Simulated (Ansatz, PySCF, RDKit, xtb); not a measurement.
# SiPH4: a search for the lowest isomer, part 2 of 2

Task: start from the formula SiPH4 (odd number of electrons), draw up candidate structures, narrow them down in stages, and characterise the one that lies lowest at 298.15 K.

xtb, Ansatz and PySCF; isolated molecules. Earlier steps stand in the parts before.

## Step 12: Density, orbitals and dipole (PBE0/def2-TZVPD)

File input.yaml:

```yaml
crystal:
  periodic: [false, false, false]
  atoms:
    - symbol: P
      position_ang: [0.963626, -0.365005, -1.094798]
    - symbol: Si
      position_ang: [-0.100735, 1.251977, 0.074074]
    - symbol: H
      position_ang: [1.897962, 0.570257, -1.626785]
    - symbol: H
      position_ang: [-1.222830, 0.644291, 0.825702]
    - symbol: H
      position_ang: [0.826984, 1.900935, 1.033660]
    - symbol: H
      position_ang: [-0.638926, 2.290145, -0.839843]
basis:
  gaussian:
    orbitals: def2-TZVPD
magnetization:
  spin_polarized: true
  initial_magnetization: 1
hamiltonian:
  xc: pbe0
output: {forces: true, orbitals: {seedname: orbitals}}
```

Started as:

```sh
$ ansatz run input.yaml --threads 2 --pin off --max-ram 4350MiB --events-out events.jsonl --progress --plain --runs-dir runs
```

Log (excerpt; [...] marks lines left out):

```text
Warning: RAYON_NUM_THREADS=2 ignored (pool sized by the plan → 2); use --threads N
Functional definition: PBE0
  name "PBE0"
[...]
792 factors; their error is unknown
[...]
mean field -17224.01675490 eV, -632.9709408849 hartree, gradient 2.4e-5 eV, S^2 0.756882; 0 other end points of the search recorded, 0 dependent functions left out
[...]
reference -17224.01678522 eV, -632.9709419990 hartree; 17, 16 occupied and 105, 106 virtual orbitals, 792 factors
Total energy: -17224.01678522 eV, -632.9709419990 hartree
Atom 0 at     0.963626    -0.365005    -1.094798 Å, force    -0.071511     0.064442     0.069513 eV/Å
Atom 1 at    -0.100735     1.251977     0.074074 Å, force     0.100201    -0.127975    -0.104890 eV/Å
Atom 2 at     1.897962     0.570257    -1.626785 Å, force     0.002321     0.025169     0.003063 eV/Å
Atom 3 at    -1.222830     0.644291     0.825702 Å, force    -0.059895    -0.036771     0.039075 eV/Å
Atom 4 at     0.826984     1.900935     1.033660 Å, force     0.054944     0.026830     0.048612 eV/Å
Atom 5 at    -0.638926     2.290145    -0.839843 Å, force    -0.026060     0.048305    -0.055373 eV/Å
Dipole moment:     0.021699     0.125227     0.009330 e Å
```

Wall time 1.4 s (2 threads of Intel Xeon 6975P-C (Granite Rapids), shared host).

## Step 13: Frequencies after a tight-binding relaxation (GFN2-xTB)

File start.xyz:

```xyz
6
c679
P      0.963626    -0.365005    -1.094798
Si    -0.100735     1.251977     0.074074
H      1.897962     0.570257    -1.626785
H     -1.222830     0.644291     0.825702
H      0.826984     1.900935     1.033660
H     -0.638926     2.290145    -0.839843
```

Started as:

```sh
$ xtb start.xyz --gfn 2 --ohess tight --uhf 1
```

Log (excerpt; [...] marks lines left out):

```text
* xtb version 6.7.1
[...]
          :  # basis functions                  24          :
[...]
          :  # electrons                        13          :
[...]
          :  Hamiltonian                  GFN2-xTB          :
[...]
          :  net charge                          0          :
          :  unpaired electrons                  1          :
[...]
   *** convergence criteria satisfied after 12 iterations ***
[...]
   *** GEOMETRY OPTIMIZATION CONVERGED AFTER 6 ITERATIONS ***
[...]
   *** convergence criteria satisfied after 3 iterations ***
[...]
         ::                     SUMMARY                     ::
         :::::::::::::::::::::::::::::::::::::::::::::::::::::
         :: total energy              -6.238341865618 Eh    ::
         :: gradient norm              0.000117451878 Eh/a0 ::
         :: HOMO-LUMO gap              4.003860523759 eV    ::
         ::.................................................::
         :: SCC energy                -6.283744867954 Eh    ::
         :: -> isotropic ES            0.011557203245 Eh    ::
         :: -> anisotropic ES          0.000534616663 Eh    ::
         :: -> anisotropic XC          0.004205444101 Eh    ::
         :: -> dispersion             -0.003006288648 Eh    ::
         :: repulsion energy           0.045403002336 Eh    ::
         :: add. restraining           0.000000000000 Eh    ::
         :: total charge               0.000000000000 e     ::
         :::::::::::::::::::::::::::::::::::::::::::::::::::::
[...]
         7        1.0000           -0.3477297              -9.4622 (HOMO)
         8                         -0.2005907              -5.4583 (LUMO)
[...]
     #   Z          covCN         q      C6AA      α(0)
     1  15 P        1.907    -0.228   191.253    26.126
     2  14 Si       3.685     0.440    98.745    19.037
     3   1 H        0.977     0.052     2.289     2.364
     4   1 H        0.919    -0.094     5.361     3.621
     5   1 H        0.918    -0.085     5.066     3.520
     6   1 H        0.918    -0.085     5.066     3.520
[...]
          | TOTAL ENERGY               -6.238341865619 Eh   |
          | TOTAL ENTHALPY             -6.201731782746 Eh   |
          | TOTAL FREE ENERGY          -6.233590235214 Eh   |
          | GRADIENT NORM               0.000117466933 Eh/α |
[...]
```

Wall time 0.062 s (2 threads of Intel Xeon 6975P-C (Granite Rapids), shared host).

## Step 14: Electronic excitations (TD-B3LYP/def2-SVPD)

File job.py:

```python
# [SiH3][PH]
from pyscf import gto, dft, tdscf

mol = gto.M(
    atom='''
P        0.963626      -0.365005      -1.094798
Si      -0.100735       1.251977       0.074074
H        1.897962       0.570257      -1.626785
H       -1.222830       0.644291       0.825702
H        0.826984       1.900935       1.033660
H       -0.638926       2.290145      -0.839843
''',
    spin=1,
    max_memory=3100,
    verbose=3,
    basis='def2-svpd',
)

myscf = dft.UKS(mol)
myscf.xc = 'b3lyp'
myscf = myscf.density_fit(auxbasis='def2-universal-jkfit')
myscf.grids.level = 2
myscf.max_cycle = 100
myscf.kernel()
if not myscf.converged:
    myscf = myscf.newton().run(myscf.mo_coeff, myscf.mo_occ)

e_tot = myscf.e_tot
print('E(%s) = %.9f' % ('B3LYP', e_tot))

td = myscf.TDA()
td.nstates = 5
td.kernel()
td.analyze()
roots = td.e * 27.211386
osc = td.oscillator_strength()
print('state   eV      nm      f')
for i, (w, f) in enumerate(zip(roots, osc), 1):
    print('%3d %9.4f %8.1f %9.5f' % (i, w, 1239.842 / w, f))
```

Started as:

```sh
$ OMP_NUM_THREADS=2 python job.py
```

Log:

```text
WARN: HOMO -0.217638722843597 >= LUMO -0.217638722843597

converged SCF energy = -633.054335108209  <S^2> = 0.75429671  2S+1 = 2.0042921
E(B3LYP) = -633.054335108
Excitation energies (eV)
[2.25851799 4.00633577 5.13993734 5.26245072 5.49330242]

** Excitation energies and oscillator strengths **
state   eV      nm      f
  1    2.2585    549.0   0.00096
  2    4.0063    309.5   0.00111
  3    5.1399    241.2   0.01855
  4    5.2625    235.6   0.00478
  5    5.4933    225.7   0.00019
```

Run time: 18 s. Hardware: 2 threads of Intel Xeon 6975P-C (Granite Rapids), shared host.

The roots found:

```
excited state  energy (eV)  strength
            1        2.259    0.0010
            2        4.006    0.0011
            3        5.140    0.0186
            4        5.262    0.0048
            5        5.493    0.0002
```

## Step 15: The cation at the same geometry (PBE0/def2-TZVPD)

Edit input.yaml of step 12 so:

```diff
@@ -16,9 +16,4 @@
 basis:
-  gaussian:
-    orbitals: def2-TZVPD
-magnetization:
-  spin_polarized: true
-  initial_magnetization: 1
-hamiltonian:
-  xc: pbe0
-output: {forces: true, orbitals: {seedname: orbitals}}
+  gaussian: {orbitals: def2-TZVPD}
+total_charge: 1
+hamiltonian: {xc: pbe0}
```

Started as:

```sh
$ ansatz run input.yaml --threads 2 --pin off --max-ram 4350MiB --events-out events.jsonl --progress --plain --runs-dir runs
```

Log:

```text
Warning: RAYON_NUM_THREADS=2 ignored (pool sized by the plan → 2); use --threads N
[... 2 set-up lines as earlier in the session ...]
  parameter a = 0.25
  parameter kappa = 0.804
  parameter beta = 0.06672455060314922
  exchange = (1 - a)*pbe_x(kappa = kappa, mu = beta*pi^2/3) + a*exact_x
  correlation = pbe_c(beta = beta)
792 factors; their error is unknown
mean field evaluation 1: about -17213.1302 eV, gradient 1.9e1 eV
mean field evaluation 2: about -17212.2778 eV, gradient 2.3e1 eV
mean field evaluation 4: about -17214.4802 eV, gradient 1.1e0 eV
mean field evaluation 8: about -17214.5135 eV, gradient 2.4e-2 eV
mean field -17214.51347356 eV, -632.6217017369 hartree, gradient 3.9e-5 eV, S^2 0.000000; 0 other end points of the search recorded, 0 dependent functions left out
reference -17214.51350243 eV, -632.6217027980 hartree; 16, 16 occupied and 106, 106 virtual orbitals, 792 factors
Total energy: -17214.51350243 eV, -632.6217027980 hartree
```

It took 0.66 s on 2 threads of Intel Xeon 6975P-C (Granite Rapids), shared host.

Difference from the parent: 9.50 eV. Only this spin of the product was run; a higher spin can lie lower.

## Step 16: The anion at the same geometry (PBE0/def2-TZVPD)

File input.yaml:

```yaml
crystal:
  periodic: [false, false, false]
  atoms:
    - {symbol: P, position_ang: [0.963626, -0.365005, -1.094798]}
    - {symbol: Si, position_ang: [-0.100735, 1.251977, 0.074074]}
    - {symbol: H, position_ang: [1.897962, 0.570257, -1.626785]}
    - {symbol: H, position_ang: [-1.222830, 0.644291, 0.825702]}
    - {symbol: H, position_ang: [0.826984, 1.900935, 1.033660]}
    - {symbol: H, position_ang: [-0.638926, 2.290145, -0.839843]}
basis:
  gaussian: {orbitals: def2-TZVPD}
total_charge: -1
hamiltonian: {xc: {name: PBE0}}
scf: {lower_state_search: "off"}
```

Started as:

```sh
$ ansatz run input.yaml --threads 2 --pin off --max-ram 4350MiB --events-out events.jsonl --progress --plain --runs-dir runs
```

Log (excerpt; [...] marks lines left out):

```text
Warning: RAYON_NUM_THREADS=2 ignored (pool sized by the plan → 2); use --threads N
[... 2 set-up lines as earlier in the session ...]
[...]
792 factors; their error is unknown
[...]
mean field -17225.56503518 eV, -633.0278391355 hartree, gradient 6.0e-6 eV, S^2 0.000000; 0 other end points of the search recorded, 0 dependent functions left out
reference -17225.56506978 eV, -633.0278404070 hartree; 17, 17 occupied and 105, 105 virtual orbitals, 792 factors
Total energy: -17225.56506978 eV, -633.0278404070 hartree
Checks for a lower state left out: stability, starts, cluster_reference, orbital_swaps, neighbouring_geometries, increment
```

It took 0.48 s on 2 threads of Intel Xeon 6975P-C (Granite Rapids), shared host.

Parent less the species with the added electron: 1.55 eV.

## Step 17: The quartet at the same geometry (PBE0/def2-TZVPD)

Edit input.yaml of step 16 so:

```diff
@@ -11,4 +11,3 @@
   gaussian: {orbitals: def2-TZVPD}
-total_charge: -1
-hamiltonian: {xc: {name: PBE0}}
-scf: {lower_state_search: "off"}
+magnetization: {spin_polarized: true, initial_magnetization: 3}
+hamiltonian: {xc: pbe0}
```

Started as:

```sh
$ ansatz run input.yaml --threads 2 --pin off --max-ram 4350MiB --events-out events.jsonl --progress --plain --runs-dir runs
```

Log (excerpt; [...] marks lines left out):

```text
Warning: RAYON_NUM_THREADS=2 ignored (pool sized by the plan → 2); use --threads N
[... 7 set-up lines as earlier in the session ...]
792 factors; their error is unknown
mean field evaluation 1: about -17216.9862 eV, gradient 1.2e1 eV
mean field evaluation 2: about -17216.5876 eV, gradient 1.5e1 eV
mean field evaluation 4: about -17218.3952 eV, gradient 8.5e-1 eV
mean field evaluation 8: about -17218.4303 eV, gradient 1.9e-1 eV
mean field evaluation 16: about -17218.4713 eV, gradient 3.1e-3 eV
mean field evaluation 32: about -17218.1244 eV, gradient 2.5e0 eV
mean field -17218.47125533 eV, -632.7671475345 hartree, gradient 9.6e-6 eV, S^2 3.755789; 4 other end points of the search recorded, 0 dependent functions left out
reference -17218.47130227 eV, -632.7671492594 hartree; 18, 15 occupied and 104, 107 virtual orbitals, 792 factors
Total energy: -17218.47130227 eV, -632.7671492594 hartree
```

Wall time 2.2 s (2 threads of Intel Xeon 6975P-C (Granite Rapids), shared host).

It lies 5.55 eV above the doublet.

## Step 18: Stability of the SCF solution (PBE0/def2-SVP)

File calc.py:

```python
from pyscf import gto, dft

mol = gto.Mole()
mol.atom = [
    ('P', (0.963626, -0.365005, -1.094798)),
    ('Si', (-0.100735, 1.251977, 0.074074)),
    ('H', (1.897962, 0.570257, -1.626785)),
    ('H', (-1.222830, 0.644291, 0.825702)),
    ('H', (0.826984, 1.900935, 1.033660)),
    ('H', (-0.638926, 2.290145, -0.839843)),
]
mol.spin = 1
mol.verbose = 3
mol.basis = 'def2-svp'
mol.max_memory = 3100
mol.build()

ks = dft.UKS(mol, xc='pbe0')
ks = ks.density_fit(auxbasis='def2-universal-jkfit')
ks.grids.level = 3
ks.max_cycle = 100
ks.kernel()
if not ks.converged:
    ks = ks.newton().run(ks.mo_coeff, ks.mo_occ)

e_final = ks.e_tot
print(f'total energy: {e_final:.8f} hartree')
mo_i, mo_e, stable_i, stable_e = ks.stability(internal=True, external=True, return_status=True)
print('stable: internal', stable_i, 'external', stable_e)
```

Started as:

```sh
$ OMP_NUM_THREADS=2 python calc.py
```

Log:

```text
WARN: HOMO -0.219005265277812 >= LUMO -0.219005265277812

converged SCF energy = -632.750151667442  <S^2> = 0.75485131  2S+1 = 2.0048454
total energy: -632.75015167 hartree
<class 'pyscf.df.df_jk.DFUKS'> wavefunction is stable in the internal stability analysis
<class 'pyscf.df.df_jk.DFUKS'> wavefunction is stable in the real -> complex stability analysis
<class 'pyscf.df.df_jk.DFUKS'> wavefunction has an UHF/UKS -> GHF/GKS instability
stable: internal True external False
```

Run time: 14 s. Hardware: 2 threads of Intel Xeon 6975P-C (Granite Rapids), shared host; peak memory 0.41 GiB.

The stability test raises a flag; for an open shell a flag towards a general spinor solution can be the free rotation of the spin.

## Step 19: What came out

This closing draws on all 2 parts.

| quantity | value |
| --- | --- |
| lowest structure found | [SiH3][PH], doublet, Cs |
| next finalist | [SiH2]P, doublet, 7.9 kcal/mol higher in G |
| share at equilibrium, among the finalists | 100.0 % |
| funnel | 12 starts, 4 minima at GFN2-xTB, 4 screening runs, 3 relaxed, 2 ranked |
| CPU time of all runs | 6.6 min |
| harmonic wavenumbers, lowest and highest (B3LYP-D4/def2-TZVP) | 181 and 2355 cm⁻¹ |
| rotational constants, same geometry | 2.149, 0.1916, 0.1873 cm⁻¹ |
| dipole moment (PBE0/def2-TZVPD) | 0.61 D |
| HOMO energy (highest over α and β) (PBE0/def2-TZVPD) | -7.23 eV |
| LUMO energy (lowest over α and β) (PBE0/def2-TZVPD) | -3.38 eV |
| lowest excitation (TD-B3LYP/def2-SVPD) | 2.26 eV (f = 0.001) |
| strongest of the states computed, same level | 5.14 eV (f = 0.019) |
| vertical ionisation energy (to the singlet cation) | 9.50 eV |
| vertical electron affinity | 1.55 eV |
| vertical quartet less doublet | +5.55 eV |

**Reading.** `[SiH3][PH]` comes out lowest. Among the finalists first place is clear (7.9 kcal/mol); structures outside the list aren't covered. GFN2-xTB, HF/STO-3G, r2SCAN-D4/def2-SVP, B3LYP-D4/def2-TZVP, HF/def2-TZVP and MP2/def2-TZVP already put its bonding pattern lowest among the structures in one piece. The largest share of the time went into recheck (31 %). The stability test raises a flag; for an open shell a flag towards a general spinor solution can be the free rotation of the spin. Lowest found is not proven lowest: the search is finite, and each finalist counts with one conformer. Patterns outside the rules of the enumeration were met only by chance.
